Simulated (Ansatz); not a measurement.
Two isomers of C4H3FS: A = `Fc1cccs1`, B = `Fc1ccsc1`.

Isolated molecules relaxed with PBE0-D4/def2-TZVP in Ansatz; ΔE leaves out vibrations. CCSD(T)/CBS adds triple-zeta CCSD(T) − MP2 to the extrapolated MP2 energy (def2 sets, frozen cores). This one scheme is used for every species. DFT in def2-TZVPP. B3LYP here is the variant with VWN-RPA as its local correlation; programs differ in this.

(1) Which isomer does CCSD(T)/CBS put lower? Give the gap. (Best estimate.)

(2) Give E(B) − E(A) in kcal/mol with r2SCAN-D4, PBE-D4, B3LYP-D4, ωB97M-V, CCSD(T)/def2-SVP, B3LYP, CCSD(T)/def2-TZVPP. (Best estimate.)

(3) Does the order hold for the free energy at 298.15 K (harmonic terms from PBE0-D4)? (An estimate is asked.)

Largest T1 diagnostic: 0.013.

Answers

(1) Ansatz gave: B, by 3.7 kcal/mol.

(2) The calculation gave: r2SCAN-D4 -3.7, PBE-D4 -3.4, B3LYP-D4 -3.6, ωB97M-V -3.7, CCSD(T)/def2-SVP -3.3, B3LYP -3.7, CCSD(T)/def2-TZVPP -3.7. None reverses the order clearly.

(3) Computed: Yes: G(B) − G(A) = -3.7 kcal/mol.

Leaving LDA and LC-ωPBE aside and taking each functional with its dispersion term where it has one, the values, not all of them listed here, spread over 0.7 kcal/mol, from PBE-QIDH to revPBE-D4.
